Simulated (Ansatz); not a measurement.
in.yaml

```yaml
crystal:
  periodic: [false, false, false]
  atoms:
    - {symbol: Cl, position_ang: [0.000000, 0.000000, -1.383000]}
    - {symbol: H, position_ang: [0.000000, 0.000000, 0.150000]}
    - {symbol: H, position_ang: [0.000000, 0.000000, 1.233000]}
basis:
  gaussian: {orbitals: STO-3G}
magnetization: {spin_polarized: false, initial_magnetization: 1}
correlation: {active_space: {ras: {orbitals: [9, 1, 1], electrons: 19, max_holes: 3, max_particles: 3}, fixed_orbitals: true}}
```

```sh
$ ansatz run in.yaml --threads 1 --pin off --events-out ev --progress --plain --max-ram 2393MiB
```

Log:

```
115 factors; integrals over basis functions are off by at most 2.9e-5 eV
mean field evaluation 1: about -12396.1244 eV, gradient 9.3e0 eV
mean field evaluation 2: about -12396.1351 eV, gradient 9.3e0 eV
mean field evaluation 4: about -12397.0162 eV, gradient 6.4e-1 eV
mean field evaluation 8: about -12397.0273 eV, gradient 2.7e-2 eV
mean field evaluation 16: about -12395.2322 eV, gradient 5.1e-2 eV
mean field evaluation 32: about -12395.2322 eV, gradient 9.9e-6 eV
mean field -12397.02728410 eV, -455.5823496839 hartree, gradient 1.1e-6 eV, S^2 0.750000; 3 other end points of the search recorded, 0 dependent functions left out
reference -12397.02728410 eV, -455.5823496839 hartree; 10, 9 occupied and 1, 2 virtual orbitals, 115 factors
state -12398.11859823 eV, -455.6224547385 hartree
Total energy: -12398.11859823 eV, -455.6224547385 hartree
```

Natural occupations: 2.0000 2.0000 2.0000 2.0000 2.0000 1.9998 1.9998 1.9991 1.9465 1.0005 0.0542.

Ran on 1 thread of Arm Neoverse V1, shared host: 0.09 s wall, 0.06 GiB peak host memory.
